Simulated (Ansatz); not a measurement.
in.yaml

```yaml
crystal:
  periodic: [false, false, false]
  atoms:
    - {symbol: C, position_ang: [0.000000, 0.000000, 0.000000]}
    - {symbol: H, position_ang: [0.000000, 0.000000, 1.512000]}
basis:
  gaussian: {orbitals: pcseg-2}
magnetization: {spin_polarized: true, initial_magnetization: 3}
correlation: {method: mp2, electrons: outside_noble_gas}
```

```sh
$ ansatz run in.yaml --threads 1 --pin off --events-out ev --progress --plain --max-ram 2393MiB
```

(1) Roughly how long does this take on 1 thread of INTEL XEON PLATINUM 8581C, shared host, and how much host memory?

```
251 factors; integrals over basis functions are off by at most 1.3e-3 eV
mean field evaluation 1: about -1039.4876 eV, gradient 6.8e0 eV
mean field evaluation 2: about -1039.4919 eV, gradient 6.8e0 eV
mean field evaluation 4: about -1040.1186 eV, gradient 1.6e0 eV
mean field evaluation 8: about -1040.1904 eV, gradient 9.3e-3 eV
mean field -1040.19037470 eV, -38.2262912040 hartree, gradient 1.3e-6 eV, S^2 3.771442; 0 other end points of the search recorded, 0 dependent functions left out
1 core orbitals not correlated: weight in the atoms' cores, before any rotation towards them, 1.000 or more for the frozen orbitals, at most 0.000 for the correlated occupied ones
reference -1040.19037470 eV, -38.2262912040 hartree; 4, 1 occupied and 39, 42 virtual orbitals, 251 factors
second order -2.19225860 eV of doubles, -0.00000000 eV of singles
Total energy: -1042.38263330 eV, -38.3068552216 hartree
```

Results:

(1) 0.09 s wall and 0.17 GiB.
